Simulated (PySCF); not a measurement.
# C₅H₇F: geometry, spin-spin couplings

Wanted: the spin-spin couplings of C₅H₇F (`F[C@H]1C=CCC1`), by calculation.

The runs use PySCF 2.14.0, with density-fitted response routines of our own; the level of theory stands in each step. All values are computed, except where a source is named. Atoms are numbered from 0 throughout.

### Step 1. The molecule as given

13 atoms, charge 0, multiplicity 1; geometry from: GFN2-xTB. The atoms were then displaced at random by about 0.01 Å, so the start is not that level's minimum.

Bonds of the start (Å): F0–C1 1.41, C1–C2 1.50, C2–C3 1.28, C3–C4 1.53, C4–C5 1.53, C5–C1 1.54, C1–H6 1.10, C2–H7 1.11, C3–H8 1.07, C4–H9 1.08, C4–H10 1.11, C5–H11 1.09, C5–H12 1.10.

### Step 2. Geometry optimisation at PBE0-D3(BJ)/def2-SVP

What the job is given:

```
{"job": {"xc": "PBE0", "basis": "def2-SVP", "d3": "d3bj", "grid": 1, "shake": 0.01, "kind": "geom"}, "charge": 0, "multiplicity": 1}
F      1.416570    -1.839640    -0.570490
C      0.758870    -0.916610     0.264100
C      1.242330     0.483970     0.037450
C      0.299840     1.334180    -0.155450
C     -1.076770     0.659890    -0.107040
C     -0.741970    -0.828970    -0.046660
H      0.991740    -1.272750     1.281910
H      2.329820     0.712780     0.052140
H      0.358610     2.396630    -0.297570
H     -1.692640     0.924300    -0.948500
H     -1.621740     0.981440     0.808380
H     -1.328340    -1.367030     0.699090
H     -0.930490    -1.285070    -1.027680
```

Launch:

```bash
> OMP_NUM_THREADS=1 python probes_run.py task.json out
```

The driver reads the jobs from task.json and runs them one after another.

**Question.** This job is followed by: B3LYP/cc-pVTZ indirect spin-spin coupling, non-relativistic, gas phase; B3LYP/6-31G* indirect spin-spin coupling, non-relativistic, gas phase. Predict these results of the whole session: point group; rotational constants (main isotopes); largest coupling of the table (B3LYP/cc-pVTZ); range of J(F0,C1), mean over like pairs.

The runs gave:

```
                                     quantity                     value
                                  point group                        C1
         rotational constants (main isotopes)      6.98, 3.26, 2.42 GHz
largest coupling of the table (B3LYP/cc-pVTZ)  1J(F,C) F0–C1, -231.7 Hz
      range of J(F0,C1), mean over like pairs       -231.7 to -202.4 Hz
```

Over 5 steps the energy fell by 0.175 eV; of the close pairs, C2–C3 changed most, 1.284 to 1.336 Å. Of the pairs tabulated at B3LYP/cc-pVTZ, F0–C1 couples most strongly (-231.7 Hz; Fermi contact -276.4 Hz). Couplings across rotatable bonds belong to this one conformer; where others are populated, the observed values are averages. The coupling F0–C1, as a mean over pairs of its kind, runs from -231.7 Hz (B3LYP/cc-pVTZ) to -202.4 Hz (B3LYP/6-31G*). Couplings from bases without tight functions are rough.
